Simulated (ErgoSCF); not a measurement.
# PH3F+ (SMILES F[PH3+]) at BLYP/4-31G

What is the energy difference between two shapes of PH3F+ at BLYP/4-31G? 

Program for the calculation: ErgoSCF 3.8.

8 further runs of the same task are left out: 3 that didn't finish, 5 set aside as unsound or not needed.

### Step 1. Starting point

The species is PH3F+ (5 atoms), meant as a singlet with charge +1. As SMILES, `F[PH3+]`. The coordinates come from a GFN2-xTB relaxation.

Bond lengths: F1–P2 1.558 Å, P2–H3 1.382 Å, P2–H4 1.383 Å, P2–H5 1.383 Å. Angles: F1–P2–H3 102.8°, F1–P2–H4 102.8°, F1–P2–H5 102.8°, H3–P2–H4 115.3°, H3–P2–H5 115.3°, H4–P2–H5 115.3°.

### Step 2. A single-point energy at BLYP/4-31G

The input, mol.xyz:

```xyz
5
FH3P
F     -1.365490     0.250400     0.341100
P      0.122590    -0.022380    -0.030680
H      0.038180    -0.428620    -1.349370
H      0.486130    -1.008290     0.868130
H      0.718590     1.208890     0.170830
```

Launch:

```console
$ ergo -m mol.xyz -e 'set_nthreads(1)' -e 'tmpdir = "."' -e 'scf.max_number_of_iterations = 150' -e 'XC.type = "LMG"' -e 'charge = 1' -e 'basis = "4-31G"' -e 'scf.output_mulliken_pop = 1' -e 'run "BLYP"'
```

What it wrote:

```text
[...]
INDF Weighted mixed functional:
[...]
INSC Energy   1 =       -307.40927605728
[...]
INDE PURIFICATION CONVERGED after 40 iterations
[...]
INDE PURIFICATION CONVERGED after 34 iterations
[...]
INDE PURIFICATION CONVERGED after 35 iterations
[...]
INDE PURIFICATION CONVERGED after 35 iterations
[...]
INDE E(LUMO) - E(HOMO) <=          0.26124552343 =          7.10885287714 eV
[...]
INSC Energy  27 =       -441.83896829282  ( diff      0.000000000000227 )
[...]
RESC CONVERGED after  27 iterations.
RESC FINAL ENERGY:       -441.83896829282
[...]
INSC SCF: dipole_moment_x [atomic units] =       1.08708195
INSC SCF: dipole_moment_y [atomic units] =      -0.19906440
INSC SCF: dipole_moment_z [atomic units] =      -0.27156926
[...]
```

Wall time 7.8 s (1 thread of Intel Xeon at 2.50GHz (Skylake/Cascade Lake), shared host).

### Step 3. The distorted shape

The input, geom.xyz:

```xyz
5
FH3P
F     -1.313072     0.267953     0.387988
P      0.184574     0.042859    -0.127019
H      0.033310    -0.453787    -1.366406
H      0.441614    -0.979762     0.917059
H      0.650077     1.254321     0.204856
```

Launch:

```console
$ ergo -m geom.xyz -e 'set_nthreads(1)' -e 'basis = "4-31G"' -e 'XC.type = "LMG"' -e 'tmpdir = "."' -e 'charge = 1' -e 'scf.max_number_of_iterations = 150' -e 'scf.output_mulliken_pop = 1' -e 'run "BLYP"'
```

What it wrote:

```text
[...]
INDF Weighted mixed functional:
[...]
INSC Energy   1 =       -307.37500025435
[...]
INDE PURIFICATION CONVERGED after 42 iterations
[...]
INDE PURIFICATION CONVERGED after 36 iterations
[...]
INDE PURIFICATION CONVERGED after 35 iterations
[...]
INDE PURIFICATION CONVERGED after 35 iterations
[...]
INDE E(LUMO) - E(HOMO) <=          0.22179430993 =          6.03533066358 eV
[...]
INSC Energy  21 =       -441.82954921055  ( diff     -0.000000000281318 )
[...]
RESC CONVERGED after  21 iterations.
RESC FINAL ENERGY:       -441.82954921055
[...]
INSC SCF: dipole_moment_x [atomic units] =       1.19110245
INSC SCF: dipole_moment_y [atomic units] =      -0.08140051
INSC SCF: dipole_moment_z [atomic units] =      -0.48189892
[...]
```

Wall time 6.6 s (1 thread of Intel Xeon at 2.50GHz (Skylake/Cascade Lake), shared host).

### Step 4. What came out

Level: BLYP/4-31G.

| quantity | value |
| --- | --- |
| first shape: total energy | -441.83897 Eh |
| distorted shape: total energy | -441.82955 Eh |
| energy change with the atoms displaced | 0.256 eV |

What this shows: With the atoms displaced the energy rises by 0.26 eV (24.7 kJ/mol). The first shape isn't relaxed at this level, so the change isn't measured from a minimum.
